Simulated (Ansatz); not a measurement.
Two shapes of singlet C2H6O.

Shape 1:

```xyz
9

O     0.0000    0.0000    0.0000
C     0.0000    1.1689    0.7885
C     0.0000   -1.1689    0.7885
H     0.0000    2.0452    0.1401
H    -0.8898    1.1833    1.4178
H     0.8898    1.1833    1.4178
H     0.0000   -2.0452    0.1401
H     0.8898   -1.1833    1.4178
H    -0.8898   -1.1833    1.4178
```

Shape 2:

```xyz
9

O    -0.0491    0.0092    0.0015
C    -0.0003    1.1662    0.7385
C     0.0079   -1.1677    0.8378
H     0.0313    2.0076    0.1294
H    -0.8593    1.1449    1.4081
H     0.8857    1.2200    1.3842
H     0.0340   -2.0777    0.1568
H     0.8719   -1.1570    1.3793
H    -0.8497   -1.2131    1.4163
```

Basis set: cc-pVDZ (spherical functions). Frozen core: 3 orbitals. Charge 0, multiplicity 1.

Computed with Ansatz (development build ahead of 0.2.0); each method stands on the lowest determinant of its kind that the runs found.

(1) Which shape is lower in energy, and by how much in each method?

## Answers

(1)

```csv
method,E(2) − E(1) (eV)
RHF,0.366
RHF-MP2,0.422
```

Shape 1 is lower.
